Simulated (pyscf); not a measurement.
**Routes from F–Si:–F [singlet] + H₂O**

Candidate steps break at most two bonds and form at most two. Each was searched with GFN2-xTB (tblite) first. Structures and frequencies: ωB97X-D3(BJ)/def2-SVP in PySCF. MP2 and CC: frozen core, UHF for open shells. ΔMP2 is the change of the MP2 total energy from the triple- to the quadruple-zeta basis. Energies: CCSD(T)/def2-TZVPP + ΔMP2(QZVPP), kcal/mol, from the separated reactants, singlet surface.

```csv
products,type,ΔE‡,ΔE,ΔG‡ 298 K,ΔG‡ 900 K,ν‡ (cm⁻¹)
HF + HO–Si:–F [singlet],four-centre exchange,13.5,+7.8,22.9,43.9,512i
HO–SiH(F)–F,insertion,22.1,-62.7,30.1,50.1,1576i
```

Row 1: On the reactant side the descent ends in an adduct with a O–Si contact, 12.2 kcal/mol under the separated species and 22.1 kcal/mol under the saddle at ωB97X-D3(BJ)/def2-TZVP. Row 2: On the reactant side the descent ends in an adduct with a O–Si contact (not fully relaxed), 12.2 kcal/mol under the separated species and 31.8 kcal/mol under the saddle at ωB97X-D3(BJ)/def2-TZVP. 

Plain bond fissions and candidates not yet searched are not listed, and one of them may be faster. Each barrier is that of the saddle found; lower ones may exist. The CCSD(T) − MP2 part came from Ansatz, without density fitting, on the same reference.
